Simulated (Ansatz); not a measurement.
A made-up structure of C₂H₅Al, closed shell:

```
8
angstrom
C -0.7400 0.2315 -0.4469
C 0.7585 0.4751 0.0071
Al -0.0291 -1.1175 0.6956
H -0.8722 0.0732 -1.5161
H -1.4508 0.9754 -0.0905
H -1.7399 0.0977 -0.1215
H 1.4882 0.4567 -0.8008
H -0.0640 -2.4534 1.5272
```

It is relaxed with PBE-D4/def2-SVP and then PBE0-D4/def2-TZVP (Ansatz 0.2.0). Atoms count as bonded within 1.22 times the sum of their covalent radii (H–H: 0.88 Å). The end point is not checked to be a true minimum.

(1) Does its bonding change? (A judgement: the text doesn't fix the answer.)

## Answers

(1) The calculation gives: Yes. Formed: none; broken: C1–Al3.

Where it ends: The first stage lowers the energy by 4.07 eV in 15 steps. It ends as C₂H₅Al ([CH3][CH][AlH]):
C1  (-1.007, 0.521, -0.715)
C2  (0.169, -0.052, 0.019)
Al3  (0.415, -1.637, 0.848)
H4  (-0.908, 0.462, -1.806)
H5  (-1.114, 1.586, -0.472)
H6  (-1.951, 0.040, -0.449)
H7  (1.124, 0.405, -0.263)
H8  (0.622, -2.586, 2.091)
(Å)

Labels in which every atom is bracketed show which atoms are joined, not bond orders.

For scale, one of the runs: PBE0-D4/def2-TZVP relaxation, 129 basis functions, launched by `ansatz run in.yaml --threads 2 --pin off --events-out ev --progress --plain --max-ram 4352MiB`. Hardware: 2 CPU threads of an Intel Xeon 6975P-C, shared host. Wall time about 14 s.
